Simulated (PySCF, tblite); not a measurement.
# C₃H₆Cl radical: geometry, infrared bands and EPR parameters

What infrared bands and EPR parameters should C₃H₆Cl radical (`[CH2]CCCl`) show?

Programs: tblite 0.8.0 and PySCF 2.14.0, with density-fitted response routines of our own. Each step states its level of theory. These are calculated values for one molecule in the gas phase, unless marked as measured. Atoms count from 0, in the outputs and in this text.

**1. Starting geometry**

10 atoms, charge 0, multiplicity 2; geometry from: force field or distance geometry start.

Bonds of the start (Å): C0–C1 1.48, C1–C2 1.54, C2–Cl3 1.77, C0–H4 1.08, C0–H5 1.10, C1–H6 1.10, C1–H7 1.08, C2–H8 1.10, C2–H9 1.10.

**2. Relaxing the molecule with GFN2-xTB**

The job: settings as JSON, then the geometry in Å.

```
{"job": {"kind": "relax", "xc": "GFN2-xTB", "basis": "xTB"}, "charge": 0, "multiplicity": 2}
C     -1.361300     0.498600     0.063700
C     -0.258600    -0.440100    -0.252000
C      1.107300     0.082300     0.225500
Cl     2.389400    -1.068600    -0.172600
H     -1.254300     1.566400    -0.085400
H     -2.372800     0.112500     0.236000
H     -0.464400    -1.399900     0.242600
H     -0.233000    -0.621200    -1.318900
H      1.350400     1.027800    -0.270500
H      1.106200     0.246900     1.309100
```

Run with:

```sh
OMP_NUM_THREADS=1 python probes_run.py task.json out
```

The driver reads the jobs from task.json and runs them one after another.

**Question.** This job is followed by: GFN2-xTB harmonic vibrations, gas phase; UKS B3LYP, pcH-1 on C Cl H, non-relativistic, mean-field spin-orbit, GIAO. What will the session give for the following? strongest single infrared mode (GFN2-xTB); zero-point energy (GFN2-xTB); g(iso) (B3LYP); ⟨S²⟩; largest a(iso) (averaged by class); surface potential, 1st and 99th percentile.

**Answer**, as computed:

| quantity | value |
| --- | --- |
| strongest single infrared mode (GFN2-xTB) | 450 cm⁻¹, 51 km/mol |
| zero-point energy (GFN2-xTB) | 48.6 kcal/mol |
| g(iso) (B3LYP) | 2.00272 |
| ⟨S²⟩ | 0.754 (exact 0.75) |
| largest a(iso) (averaged by class) | 1H on H6, H7, 95.8 MHz |
| surface potential, 1st and 99th percentile | -0.74 V and 1.01 V |

Over 25 steps the energy fell by 0.038 eV; of the close pairs, C0–H5 changed most, 1.096 to 1.071 Å. No mode is imaginary among the 24: a minimum at this level. The strongest single mode, at 450 cm⁻¹, has its largest shares on H4, H5 and C0 (the list is cut at 3 atoms). GFN2-xTB is a fitted tight-binding method: band positions and strengths are rough. Its intensities can rank the bands wrongly. C0 carries the largest spin population, 1.08 e. The isotropic g lies 0.4 ppt above the free-electron value.
